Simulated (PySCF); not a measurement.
# MMg cations for M along the third period

CCSD(T) with double-zeta basis sets in PySCF, for the lowest determinant that a PBE0 search found; no spin–orbit coupling. De refers to high-spin ground-configuration atoms (the charge goes to the atom of lower measured ionisation energy or higher electron affinity, which is not always the lowest computed limit).

```json
{"M": "Na", "basis": "cc-pVDZ", "reference, frozen orbitals": "RHF, 2", "charged atom": "Na+", "state (unpaired electrons)": "singlet (closed shell)", "Re (Å)": "3.295", "ωe (cm⁻¹)": "147", "De (eV)": "0.51"}
{"M": "Mg", "basis": "aug-cc-pVDZ", "reference, frozen orbitals": "ROHF, 2", "charged atom": "Mg+", "state (unpaired electrons)": "doublet (σ ↑)", "Re (Å)": "3.042", "ωe (cm⁻¹)": "214", "De (eV)": "1.28"}
{"M": "Al", "basis": "x2c-SVPall", "reference, frozen orbitals": "RHF, 6", "charged atom": "Al+", "state (unpaired electrons)": "singlet (closed shell)", "Re (Å)": "3.182", "ωe (cm⁻¹)": "171", "De (eV)": "0.74"}
{"M": "Si", "basis": "cc-pVDZ/cc-pV(D+d)Z", "reference, frozen orbitals": "UHF, 6", "charged atom": "Mg+", "state (unpaired electrons)": "doublet (π ↑)", "Re (Å)": "2.748", "ωe (cm⁻¹)": "273", "De (eV)": "1.64"}
{"M": "P", "basis": "def2-SVP", "reference, frozen orbitals": "ROHF, 6", "charged atom": "Mg+", "state (unpaired electrons)": "triplet (π ↑↑)", "Re (Å)": "2.556", "ωe (cm⁻¹)": "299", "De (eV)": "1.10"}
{"M": "S", "basis": "jorge-DZP-DKH", "reference, frozen orbitals": "UHF, 6", "charged atom": "Mg+", "state (unpaired electrons)": "doublet (π ↑)", "Re (Å)": "2.297", "ωe (cm⁻¹)": "439", "De (eV)": "1.58"}
{"M": "Cl", "basis": "pcseg-1", "reference, frozen orbitals": "RHF, 6", "charged atom": "Mg+", "state (unpaired electrons)": "singlet (closed shell)", "Re (Å)": "2.185", "ωe (cm⁻¹)": "493", "De (eV)": "2.29"}
```

**Question.** By what factor does the bond length vary along the series?

**Answer.** At CCSD(T) it runs from 2.185 Å (MgCl⁺) to 3.295 Å (NaMg⁺), a factor of 1.51.

The rows differ in basis set, which adds steps of its own.

The state changes along the series, so neighbouring rows are not always alike in their bonding.

Correlated steps freeze the inner cores (2 to 6 orbitals); shallow outer-core shells are correlated. UHF and ROHF references stand side by side, which adds small steps between rows. Correlated levels converge slowly with the basis: in double zeta they bind strong bonds too weakly, by up to about 1 eV, and carry superposition errors of some tenths. For an ion De counts to the pair picked by the measured ionisation energies or electron affinities, which need not be the lowest pair at this level. Where the molecule has an RHF reference, its open-shell atoms are computed with UHF. States were picked by a PBE0 search and need not be the measured ground states.
